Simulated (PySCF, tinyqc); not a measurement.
A ladder of methods, and size consistency: correlation methods against full CI in the sto-3g basis, for HF, spin multiplicity 1. Computed by the program tinyqc with PySCF. All electrons correlated; +Q is the Davidson correction (1 - c0^2) E_corr. The last columns treat two copies 100 angstrom apart as one system. FCI is the lowest singlet.

Geometry (angstrom):
```
atom       x       y       z
F     0.0000  0.0000  0.0000
H     0.0000  0.0000  1.2380
```

RHF energy of one = -98.510406 hartree

Correlation energies (hartree):
```
method   E_corr of one  share of FCI (%)  E_corr of two at 100 angstrom  two minus twice one (mhartree)
MP2           -0.03577            59.249                       -0.07154                           0.000
CISD          -0.06037           100.000                       -0.11448                           6.264
CISD+Q        -0.06386           105.771                       -0.12578                           1.940
CCSD          -0.06037           100.000                       -0.12075                           0.000
CCSD(T)       -0.06037           100.000                       -0.12075                           0.000
FCI           -0.06037           100.000                              -                               -
```

What does the comparison show, and why?

MP2 recovers 59 %, CISD 100.0 % and CCSD 100.0 % of the FCI value (c0^2 = 0.942 in CISD). MP2 and coupled cluster are size consistent, so their last column vanishes; CISD loses 6.26 mhartree, since a double excitation on each copy is a quadruple of the pair, and the Davidson correction leaves +1.94. With two electrons, or one virtual orbital, CISD and CCSD are exact for one copy, so +Q overshoots there. The restricted reference is unstable here: a spin-polarised solution lies 0.0014 hartree lower (PySCF), so results built on it describe a poor reference.
